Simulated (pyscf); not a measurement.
**Four-centre exchange: H₃Si–O–SiH₃ + H₂ → H₃Si–O–SiH₃ + H₂**

Gas phase, singlet surface, charge 0. Bonds broken: Si1–H10, H4–H11. Bonds formed: Si1–H4, H10–H11. Structures and frequencies: ωB97X-D3(BJ)/def2-SVP in PySCF.

Transition state (Å):

```xyz
11

Si    -1.8618     0.2281     0.4719
O     -0.6774    -0.6247    -0.3598
Si     0.9261    -0.4395    -0.7579
H     -2.5697     0.4604     1.9908
H     -2.9405    -0.7642     0.2646
H     -1.0288     1.4011     0.8543
H      1.7323    -1.5025    -0.0952
H      1.0857    -0.5516    -2.2342
H      1.4267     0.8969    -0.3136
H     -3.0909     1.3787     0.3082
H     -3.0833     1.0968     1.3256
```

One imaginary mode, 1467i cm⁻¹; descent along it reached the two sides named.

```json
[
 {"bond": "Si1–H10", "change": "breaks", "reactant side (Å)": "1.486", "saddle": "1.692", "product side": "3.1"},
 {"bond": "H4–H11", "change": "breaks", "reactant side (Å)": "0.760", "saddle": "1.054", "product side": "2.7"},
 {"bond": "Si1–H4", "change": "forms", "reactant side (Å)": "3.1", "saddle": "1.692", "product side": "1.487"},
 {"bond": "H10–H11", "change": "forms", "reactant side (Å)": "2.8", "saddle": "1.056", "product side": "0.760"}
]
```

Electronic energies relative to the separated reactants (kcal/mol):

```csv
level,barrier,reaction energy,reverse barrier
ωB97X-D3(BJ)/def2-TZVP,59.1,0.0,59.1
PBE/def2-TZVP,48.3,0.0,48.3
r²SCAN/def2-TZVP,52.3,0.0,52.3
B3LYP-D3(BJ)/def2-TZVP,58.2,0.0,58.2
PBE0-D3(BJ)/def2-TZVP,52.4,0.0,52.4
M06-2X/def2-TZVP,60.6,0.0,60.6
ωB97M-D3(BJ)/def2-TZVP,57.4,0.0,57.4
HF/def2-TZVP,81.4,0.0,81.4
```

With ωB97M-D3(BJ)/def2-TZVP energies and thermal terms (ideal gas, 1 atm, RRHO with modes under 100 cm⁻¹ raised to 100, one conformer, R ln 2 for chiral ones without a mode under 150 cm⁻¹), in kcal/mol:

```json
[
 {"T (K)": "298", "ΔH‡": "58.3", "ΔG‡": "67.4", "ΔH": "0.0", "ΔG": "0.0"},
 {"T (K)": "600", "ΔH‡": "57.2", "ΔG‡": "77.1", "ΔH": "0.0", "ΔG": "0.0"},
 {"T (K)": "900", "ΔH‡": "56.9", "ΔG‡": "87.2", "ΔH": "0.0", "ΔG": "0.0"},
 {"T (K)": "1200", "ΔH‡": "57.0", "ΔG‡": "97.2", "ΔH": "0.0", "ΔG": "0.0"}
]
```

At the saddle there is also a short H–Si contact that neither side keeps. This is the saddle that the search found; another between the same sides may lie lower.
